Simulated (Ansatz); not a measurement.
## Ansatz (development build ahead of 0.2.0) run

```yaml
crystal:
  periodic: [false, false, false]
  atoms:
    - { symbol: C, position_ang: [0.00189, -0.00577, -0.17168] }
    - { symbol: H, position_ang: [0.00306, 0.85367, 0.53406] }
    - { symbol: H, position_ang: [-0.00719, -0.85535, 0.53652] }
basis:
  gaussian: { orbitals: STO-3G }
hamiltonian:
  xc: hf
correlation:
  method: mp2
  frozen_orbitals: { C: 1, H: 0 }
```

The input is written out in the form of the current development build from the run's settings.

The run gave:

```
Converged                       : yes
Reference energy                : -38.37203 hartree
Correlation energy              : -0.03574 hartree
Total energy                    : -38.40777 hartree
Spin squared of the determinant : 0.000
```

Caution: in another basis set an unrestricted determinant lies well below; another spin multiplicity may lie lower.
